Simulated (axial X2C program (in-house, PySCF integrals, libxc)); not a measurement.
## SiC⁻: from the spin-free to the two-component result

All values were computed with an axial X2C code built on PySCF integrals. Spin-free means the one-electron spin-free X2C Hamiltonian; two-component (2c) means X2C with spin–orbit coupling and atomic mean-field two-electron Coulomb and Gaunt terms, so the difference of the two also holds small scalar two-electron terms. Basis: Si dyall-av3z [9s8p3d2f], C dyall-av3z [8s7p3d2f] (cores contracted in-house); Gaussian nuclei, density fitting, unrestricted open shells. Masses: Si 27.977 u, C 12.000 u.

Spin-free state: M_S = 1/2, Λ = 0 (beyond evenly filled blocks: σα); fragments Si- + C for PBE0, HF, CCSD, CCSD(T); Si + C- for M06.

```tsv
level	Re (Å)	ωe (cm⁻¹)	De (eV)	μ (D)
PBE0	1.675	1053.1	5.107	-1.91
HF	1.760	766.8	2.886	0.04
CCSD	1.679	1040.6	4.615	n/a
CCSD(T)	1.680	1056.2	4.908	n/a
M06	1.673	1050.3	n/a	-2.00
```

Correlated methods: 9 electrons correlated (number of frozen shells: Si 2 s, 1 p; C 1 s), 203 virtual spin orbitals or spinors in MP2, 89 natural virtuals in coupled cluster.

Dipoles are positive if C is the positive end and refer to the centre of mass.

Two-component determinant lowest at the distance of the search:

Ω = 1/2 (⟨Sz⟩ = 0.50, ⟨Lz⟩ = 0.00 at HF); fragments Si- + C for PBE0, HF, CCSD, CCSD(T); Si + C- for M06.

| level | Re (Å) | ωe (cm⁻¹) | De (eV) | μ (D) |
| --- | --- | --- | --- | --- |
| PBE0 | 1.675 | 1053.0 | 5.107 | -1.91 |
| HF | 1.760 | 766.8 | 2.886 | 0.04 |
| CCSD | 1.679 | 1040.5 | 4.615 | n/a |
| CCSD(T) | 1.680 | 1056.1 | 4.909 | n/a |
| M06 | 1.673 | 1050.1 | n/a | -2.00 |

**Question.** From the two tables, how do the constants change at the CCSD(T) level (2c against spin-free)?

**Answer.** At the CCSD(T) level Re is unchanged within 0.001 Å and ωe stays the same within 0.2 cm⁻¹; De is not compared, since the atomic limits differ or miss part of their spin–orbit lowering.

One determinant describes the state; a PBE0 search over occupations chose it and may have missed a lower one. De is counted from the lowest determinant-based energies of the atoms at the same level, without counterpoise correction. De is not given where an atomic determinant may have missed its ground term or J level, or where the truncated virtual space spoils (T). Density functionals use the spin component along the axis (collinear). Coupled cluster ran in a truncated set of natural virtual spinors; the MP2 energy of the rest was added. (T) has no such correction and the atoms are truncated less, which lowers De at CCSD(T) by a hundredth of an eV or more. In 2c an atomic determinant is not the ground J level, so De misses part of the atomic spin–orbit lowering. This holds for PBE0, CCSD, CCSD(T). PBE0 can misorder states that lie within some tenths of an eV, so this need not be the ground state of the molecule. The nearest other spin-free determinant of the search, M_S = 1/2, Λ = 1, lies 0.44 eV up at the distance of the search. The functionals have no current-density term, which raises determinants with orbital currents, atoms included. The highest occupied level of some functionals is positive through self-interaction error; at Hartree–Fock it is bound. The determinant is spin-polarised beyond a pure state at some levels (its spin-free form has ⟨S²⟩ too high), which makes Re and μ there less reliable. The T1 diagnostic is large, a sign of multireference character. Hartree–Fock gets electron affinities wrong, so its lowest charge split need not be the true one.
